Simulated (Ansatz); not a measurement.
# How far each method lies from full CI for BH, triplet

Geometry: that of the BH⁻, doublet, kept fixed. The singlet lies 1.3 eV lower here.

| atom | x (Å) | y (Å) | z (Å) |
| --- | --- | --- | --- |
| B | 0.0000 | 0.0000 | 0.0000 |
| H | 0.0000 | 0.0000 | 1.2628 |

Basis aug-cc-pVDZ; Ansatz 0.2.0. Only valence electrons are correlated (noble-gas cores frozen), which leaves 4 electrons in 31 orbitals. R marks a restricted (for open shells ROHF) determinant, U an unrestricted one. Active spaces: valence = (4e, 5o) chosen from the atoms' valence shells.

Full CI is exact within this basis and frozen core; it isn't the basis-set limit. The frozen core follows each run's orbitals, which can shift R against U totals by a few meV.

For open shells CISD is restricted-active-space CI with the open shells as a complete middle space.

```
UHF ⟨S²⟩                          : 2.003
T1 diagnostic (RCCSD)             : 0.0254
largest doubles amplitude (RCCSD) : 0.041
T1 diagnostic (UCCSD)             : 0.0203
```

| level | E − E(RHF) (eV) |
| --- | --- |
| UHF | -0.0328 |
| RMP2 | -1.1748 |
| UMP2 | -1.1809 |
| RCCSD | -1.6010 |
| UCCSD | -1.6020 |
| RCCSD(T) | -1.6303 |
| UCCSD(T) | -1.6307 |

(1) Estimate how far full CI in aug-cc-pVDZ lies from RCCSD(T). The table doesn't fix it; the size of (T) and the diagnostics are the guide.

(1) Full CI in aug-cc-pVDZ lies 1.2 kJ/mol below RCCSD(T), which is 43 % of the (T) step (-2.8 kJ/mol). The diagnostics give no warning, yet the rest is a sizeable part of (T).

The other levels:

```json
{"level": "CISD", "E − E(full CI) (kJ/mol)": "4.1", "share of correlation (%)": "97.39", "wall time": "0.51 s"}
{"level": "BCCD(T)", "E − E(full CI) (kJ/mol)": "1.2", "share of correlation (%)": "99.25", "wall time": "0.42 s"}
{"level": "RCCSDT", "E − E(full CI) (kJ/mol)": "0.0", "share of correlation (%)": "99.97", "wall time": "–"}
{"level": "UCCSDT", "E − E(full CI) (kJ/mol)": "0.0", "share of correlation (%)": "99.99", "wall time": "–"}
{"level": "RCCSDT(Q)", "E − E(full CI) (kJ/mol)": "0.0", "share of correlation (%)": "99.99", "wall time": "1.7 s"}
{"level": "UCCSDT(Q)", "E − E(full CI) (kJ/mol)": "0.0", "share of correlation (%)": "100.01", "wall time": "1.6 s"}
{"level": "CASSCF (valence space)", "E − E(full CI) (kJ/mol)": "97.6", "share of correlation (%)": "38.45", "wall time": "–"}
{"level": "NEVPT2 (valence space)", "E − E(full CI) (kJ/mol)": "34.2", "share of correlation (%)": "78.41", "wall time": "0.24 s"}
{"level": "MRCISD (valence space)", "E − E(full CI) (kJ/mol)": "5.2", "share of correlation (%)": "96.69", "wall time": "–"}
{"level": "MRCISD+Q (valence space)", "E − E(full CI) (kJ/mol)": "2.9", "share of correlation (%)": "98.16", "wall time": "0.48 s"}
```

The correlation energy at full CI, counted from RHF, is -1.643 eV. That run took 0.78 s on 1 thread of Arm Neoverse V2, shared host over 54,026 determinants.

Times hold each run's SCF and search for its determinant on a shared host, so for small cases they say little of a method's own cost; they ran on 1 thread of Arm Neoverse V2.

The full-CI state has the irrep B1 of C2v, in the program's axes (one component, if the state is degenerate).

Natural occupations of full CI about the gap: 1.943 0.990 0.988 0.022 0.020 0.007 0.007 0.006 0.004 0.004; effectively unpaired electrons, Σ n²(2−n)², 2.02.
